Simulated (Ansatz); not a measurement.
Ansatz (a quantum-chemistry and plane-wave program) input:

Ansatz 0.2 input:
```yaml
crystal:
  periodic: [false, false, false]
  atoms:
    - {symbol: O, position_ang: [-0.00000000, -0.00000000, -0.10780207]}
    - {symbol: H, position_ang: [0.00000000, 0.00000000, 0.86241659]}
basis:
  gaussian:
    orbitals: aug-cc-pVDZ
total_charge: -1
magnetization: {spin_polarized: false}
correlation: {method: ccsd_t, electrons: outside_noble_gas}
output: {forces: true}
```

Q: Which total energy does the run end on?

A: -75.64388 Eh (CCSD(T)/aug-cc-pVDZ). The basis has 32 functions.

Whether it binds its extra electron was not tested at this geometry.
